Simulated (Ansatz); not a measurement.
Geometry optimisation, Ansatz 0.2.0, RHF/def2-SVP.

Input file:

```yaml
crystal:
  periodic: [false, false, false]
  atoms:
    - { symbol: Si, position_ang: [-0.124372, 0.139381, 0.050771] }
    - { symbol: O, position_ang: [-0.361372, -0.104638, 1.677961] }
    - { symbol: Si, position_ang: [-1.403618, -0.318331, 2.931629] }
    - { symbol: H, position_ang: [-2.533294, -1.186985, 2.51157] }
    - { symbol: H, position_ang: [-0.688786, -0.965363, 4.050115] }
    - { symbol: H, position_ang: [-1.945194, 0.986297, 3.377305] }
    - { symbol: H, position_ang: [1.299774, 0.410209, -0.216221] }
    - { symbol: H, position_ang: [-0.92873, 1.308952, -0.377363] }
    - { symbol: H, position_ang: [-0.569281, -1.042437, -0.722627] }
    - { symbol: H, position_ang: [1.376174, -1.95697, 0.753012] }
    - { symbol: H, position_ang: [1.1156, -1.738814, 1.377648] }
basis:
  gaussian: { orbitals: def2-SVP }
hamiltonian:
  xc: hf
relax:
  f_tol: 0.03
  max_steps: 50
output:
  orbitals: {}
```

Run as:

```bash
$ ansatz run input.yaml --threads 1 --pin off --max-ram 2048MiB --backend cpu --events-out ev --progress --plain --runs-dir out
```

Question: Where does it end, and by what steps?

Answer: The run converged. The force dipped under the threshold on the way, but the program's further checks kept it going. After 24 steps the energy has fallen by 0.255 eV; H10 moved furthest, 1.32 Å.

```
step  energy less start (eV)  largest force component (eV/Å)  accepted
   0                  0.0000                           1.215       yes
   1                 -0.1374                           0.330       yes
   2                 -0.1934                           0.142       yes
   3                 -0.2251                           0.118       yes
   4                 -0.2388                           0.077       yes
   5                 -0.2445                           0.037       yes
   6                 -0.2483                           0.064       yes
   7                 -0.2501                           0.012       yes
   8                 -0.1952                           1.396        no
   9                 -0.2512                           0.027       yes
  10                 -0.2509                           0.100        no
  11                 -0.2515                           0.073       yes
  12                 -0.2519                           0.085       yes
  13                 -0.2523                           0.099       yes
  14                 -0.2528                           0.094       yes
  15                 -0.2532                           0.104       yes
  16                 -0.2536                           0.079       yes
  17                 -0.2539                           0.035       yes
  18                 -0.2543                           0.048       yes
  19                 -0.2545                           0.091       yes
  20                 -0.2546                           0.056       yes
  21                 -0.2549                           0.002       yes
  22                 -0.2552                           0.038       yes
  23                 -0.2552                           0.050        no
  24                 -0.2553                           0.010       yes
```

```xyz
11
Properties=species:S:1:pos:R:3
Si -0.354 0.468 -0.098
O -0.645 -0.102 1.413
Si -1.399 -0.332 2.852
H -2.363 -1.450 2.744
H -0.393 -0.649 3.886
H -2.130 0.895 3.242
H 1.103 0.611 -0.295
H -1.003 1.788 -0.275
H -0.894 -0.473 -1.103
H 1.885 -2.908 1.513
H 1.430 -2.317 1.536
```

The run took 33 s on 1 thread of Arm Neoverse V2 (shared host), peak memory 0.15 GiB.
